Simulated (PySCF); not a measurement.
**Nitrogen: a sound run and one with changed settings**

Sound run: N [He] 2s2 2p3, N⁺ [He] 2s2 2p2. Calculation: PySCF 2.14, in def2-SVP (3s2p1d, 14 functions); no relativity, point nucleus. In the sound run the correlated levels freeze 1s2. The sound run starts from symmetry-adapted Hartree-Fock orbitals and uses a fine grid where one is needed.

A second run was set up differently.

| species | method | sound run (hartree) | changed run (hartree) | converged |
| --- | --- | --- | --- | --- |
| N | MP2 | -54.40612 | -54.35413 | yes |
| N | CCSD(T) | -54.42172 | -54.35832 | yes |
| N⁺ | MP2 | -53.87492 | -53.82606 | yes |
| N⁺ | CCSD(T) | -53.89709 | -53.82750 | yes |

Ionisation energy of N:

```
 method  sound run (eV)  changed run (eV)
    UHF          14.038            14.038
    MP2          14.455            14.370
SCS-MP2          14.244            14.148
   CCSD          14.279            14.444
CCSD(T)          14.276            14.444
```

Problem. What was changed?
A. level shift left on
B. all electrons correlated in a valence basis
C. a valence shell is frozen
D. minimal basis

Solution. C. Freezing a valence shell removes pair correlation that changes on ionisation.
